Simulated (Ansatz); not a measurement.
The input, for Ansatz 0.2.0:

```yaml
crystal:
  periodic: [false, false, false]
  atoms:
    - {symbol: Ti, position_ang: [0.000000, 0.000000, 0.061867]}
    - {symbol: H, position_ang: [0.000000, 0.000000, -1.971133]}
    - {symbol: H, position_ang: [0.000000, 0.000000, 1.909267]}
basis:
  gaussian: {orbitals: def2-SVP}
magnetization: {spin_polarized: true, initial_magnetization: 0}
correlation: {method: ccsdt_q, electrons: outside_noble_gas}
```

```sh
$ ansatz run in.yaml --threads 1 --pin off --events-out ev --progress --plain --max-ram 2393MiB
```

Log:

```
782 factors; integrals over basis functions are off by at most 2.0e-7 eV
mean field evaluation 1: about -23104.5786 eV, gradient 2.1e1 eV
mean field evaluation 2: about -23104.6183 eV, gradient 2.1e1 eV
mean field evaluation 4: about -23111.0635 eV, gradient 2.5e0 eV
mean field evaluation 8: about -23111.1740 eV, gradient 6.5e-2 eV
mean field evaluation 16: about -23111.1741 eV, gradient 5.3e-4 eV
mean field evaluation 32: about -23112.2227 eV, gradient 1.3e0 eV
mean field evaluation 64: about -23113.0695 eV, gradient 2.5e-6 eV
mean field evaluation 96: about -23111.1682 eV, gradient 5.0e-1 eV
mean field evaluation 128: about -23113.0503 eV, gradient 9.2e-1 eV
mean field evaluation 160: about -23111.0494 eV, gradient 6.6e0 eV
...
cycle  41  -2.57535407 eV  change   -4.0e-6 eV  update   1.0e-6
cycle  42  -2.57535580 eV  change   -1.7e-6 eV  update   7.9e-7
cycle  43  -2.57535777 eV  change   -2.0e-6 eV  update   6.0e-7
cycle  44  -2.57535930 eV  change   -1.5e-6 eV  update   4.5e-7
cycle  45  -2.57535973 eV  change   -4.3e-7 eV  update   3.2e-7
cycle  46  -2.57536080 eV  change   -1.1e-6 eV  update   2.5e-7
cycle  47  -2.57536114 eV  change   -3.3e-7 eV  update   2.0e-7
cycle  48  -2.57536148 eV  change   -3.5e-7 eV  update   1.6e-7
cycle  49  -2.57536199 eV  change   -5.1e-7 eV  update   1.4e-7
cycle  50  -2.57536208 eV  change   -9.5e-8 eV  update   1.2e-7
perturbative correction -0.00279952 eV, -0.0001028804 hartree
WARN: the results are in doubt because among natural orbitals full CI differs from the method by +1.293 eV
Total energy: -23115.63022928 eV, -849.4837425890 hartree
In doubt: among natural orbitals full CI differs from the method by +1.293 eV
```

Ran on 1 thread of Arm Neoverse N1, shared host: 78 s wall, 0.14 GiB peak host memory.
